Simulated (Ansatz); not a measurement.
The cluster MgCl₂⁺, relaxed as a quartet with UKS r2SCAN-D4/def2-TZVP in Ansatz, starting from the r2SCAN-D4/def2-TZVP geometry of the charge +1 doublet. Force threshold 0.02 eV/Å.

In the quartet, Cl2 and Cl3 lie 2.43 Å apart (atoms count from 1), so these atoms are partly bonded to each other. At r2SCAN-D4/def2-TZVP a doublet of charge 1 lies 3.35 eV below the quartet, each at its own geometry. The structure comes from a short search, and lower isomers may exist.

Start:

Cartesian coordinates in Å:
```
Mg 0.898 -0.533 -0.440
Cl -0.889 0.619 -1.106
Cl -0.009 -0.086 1.546
```

| step | energy (eV) | largest force component (eV/Å) | SCF passes |
| --- | --- | --- | --- |
| 1 | -30476.9860 | 3.624 | 68 |
| 2 | -30477.8494 | 1.923 | 47 |
| 3 | -30478.0780 | 1.492 | 45 |
| 4 | -30478.2096 | 0.306 | 43 |
| 5 | -30478.2276 | 0.143 | 42 |
| 6 | -30478.2308 | 0.022 | 43 |
| 7 | -30478.2310 | 0.001 | 43 |

Force components are those of the run's own axes.

End:

```xyz
3

Mg    1.3003   -0.7726   -0.6372
Cl   -1.0214    0.6836   -0.7995
Cl   -0.2789    0.0890    1.4367
```

Bonds formed: Cl2–Cl3 (atoms count from 1).

No frequencies were taken in this run, so the end may be a saddle point.

Run time 21 s (4 threads of Arm Neoverse V2 on a shared host).
